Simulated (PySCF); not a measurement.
# C4H4O: calculation and literature

Geometry (Å), atoms numbered from 1 in this order:
```xyz
9

C     2.115    0.801   -0.148
C     1.158    0.113    0.085
C    -0.018   -0.700    0.357
C    -1.329   -0.082   -0.029
O     0.085   -1.791    0.860
H     2.978    1.393   -0.345
H    -1.461    0.865    0.501
H    -1.329    0.148   -1.098
H    -2.141   -0.765    0.211
```

The experiment to reproduce: δ 13C C2 81.9; C1 78.1 ppm (measured; solution, not stated per compound (mostly CDCl3 or CCl4); Pretsch, Buehlmann, Badertscher, Structure Determination of Organic Compounds, 4th ed. (2009)).

[PySCF 2.14: geometry from PBE0-D3(BJ)/def2-TZVP; GIAO PBE0/pcSseg-2 shieldings; relativity neglected; gas phase; single conformer; one averaged value for each set of equivalent atoms]

(1) Set the calculated values beside the experiment.

(2) How far are the unscaled 13C shifts from the references?

## Answers

(1) 
Reference values: measured (solution, not stated per compound (mostly CDCl3 or CCl4); Pretsch, Buehlmann, Badertscher, Structure Determination of Organic Compounds, 4th ed. (2009)).
| atoms | quantity | reference | computed | computed, scaled |
| --- | --- | --- | --- | --- |
| C2 | δ 13C | 81.9 | 87.4 | 80.8 |
| C1 | δ 13C | 78.1 | 85.4 | 78.9 |

Computed shifts are σ(ref) − σ with the named reference compound (TMS for H and C) calculated as an isolated molecule at the same level. The measured values may be among those fitted. Scaled to experiment by linear calibration (H and C: mostly CDCl3 data, vs TMS): 13C: δ = 173.50 − 0.940σ (rms 2.1 ppm, 507 shifts, 2.1 ppm with the 1 outlier that the fit left out). A few per cent of atoms miss by over 2 rms, more outside the fitted compound classes.

(2) Mean signed difference +6.40 ppm, mean absolute 6.40 ppm over 2 comparisons; the largest is +7.3 ppm at C1 (terminal alkyne carbon).
